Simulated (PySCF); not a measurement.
Two species compared at the same levels of theory.

First species: C3H7NO.
Atom-mapped SMILES: `[CH3:1][NH:2][C:3]([CH3:4])=[O:5]` (hydrogens: H6, H7, H8 on C1; H9 on N2; H10, H11, H12 on C4)

Second species: C₃H₃F₃.
InChI=1S/C3H3F3/c4-2-1-3(5)6/h1H,2H2

Levels: CAM-B3LYP/def2-SVPD for dipole moment, HOMO energy, LUMO energy, HOMO–LUMO gap, static isotropic polarisability and electronic spatial extent ⟨r²⟩ about the centre of nuclear charge; TDDFT CAM-B3LYP/def2-SVPD for lowest singlet excitation; TDA CAM-B3LYP/def2-SVPD for lowest triplet excitation (Tamm–Dancoff); GFN2-xTB for rotational constant A and rotational constant C. Geometries: GFN2-xTB. Each structure is a single optimised conformer of the isolated species, non-relativistic unless stated; the electronic structure was computed with PySCF and density fitting.

Dipoles, sizes and rotational constants follow the conformer. The torsions of the flexible species, by atom-mapped SMILES:
- `[CH3:1][NH:2][C:3]([CH3:4])=[O:5]`: C1–N2–C3–C4 180°
- `[F:1][CH2:2][CH:3]=[C:4]([F:5])[F:6]`: F1–C2–C3–C4 134°

| property | column X | column Y |
| --- | --- | --- |
| dipole moment | 3.97 D | 1.21 D |
| HOMO energy | -8.80 eV | -9.43 eV |
| LUMO energy | 1.07 eV | 1.03 eV |
| HOMO–LUMO gap | 9.87 eV | 10.46 eV |
| lowest singlet excitation | 5.90 eV | 7.28 eV |
| lowest triplet excitation (Tamm–Dancoff) | 5.42 eV | 4.61 eV |
| static isotropic polarisability | 49.5 au | 40.3 au |
| electronic spatial extent ⟨r²⟩ about the centre of nuclear charge | 455 bohr² | 661 bohr² |
| rotational constant A | 9.943 GHz | 8.727 GHz |
| rotational constant C | 2.921 GHz | 1.571 GHz |

Problem. Which column belongs to which species?

Solution. Column X is the first species and column Y the second. The first has 12 atoms and 40 electrons, the second 9 and 48.

Problem. How does each property change from the first species to the second?

Solution. dipole moment -2.76 D; HOMO energy -0.63 eV; LUMO energy -0.04 eV; HOMO–LUMO gap +0.59 eV; lowest singlet excitation +1.38 eV; lowest triplet excitation (Tamm–Dancoff) -0.81 eV; static isotropic polarisability -9.2 au; electronic spatial extent ⟨r²⟩ about the centre of nuclear charge +206 bohr²; rotational constant A -1.216 GHz; rotational constant C -1.350 GHz.

On the first: The vertical singlet–triplet gap S1 − T1 is 0.48 eV (TDDFT singlet less Tamm–Dancoff triplet). The dipole equals about 13.2 × 10⁻³⁰ C·m (1 D = 3.33564 × 10⁻³⁰ C·m).

On the second: No computed singlet falls in the visible range (750 to 380 nm, 1.65 to 3.26 eV); S1 lies 4.02 eV above its blue end. The dipole matches unit charges of opposite sign 0.25 Å apart (1 e·Å = 4.8032 D).
